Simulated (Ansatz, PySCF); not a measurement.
thiophene (C4H4S), SMILES c1ccsc1.

Coordinates come from a B3LYP-D3(BJ)/def2-SVP optimisation.

Vertical ionisation energy (IE) and electron affinity (EA) in eV. Rows of orbital energies are one-electron estimates. Where ΔSCF, EOM or ADC give a negative EA the extra electron is unbound and the value depends on the basis.

```json
[
 {"level": "−ε(HOMO), −ε(LUMO), HF/def2-TZVP (PySCF)", "IE": "8.89", "EA": "-3.05"},
 {"level": "ΔSCF, CAM-B3LYP/def2-TZVPD (Ansatz), final states of multiplicity 2 and 2", "IE": "8.92", "EA": "-1.22"}
]
```

Question: What vertical singlet–triplet gap does ΔSCF give with CAM-B3LYP/def2-TZVPD (Ansatz, a quantum-chemistry and plane-wave program)? (An estimate is asked for; the answer gives what the named calculation found.)

Answer: 3.75 eV (triplet above singlet where positive).
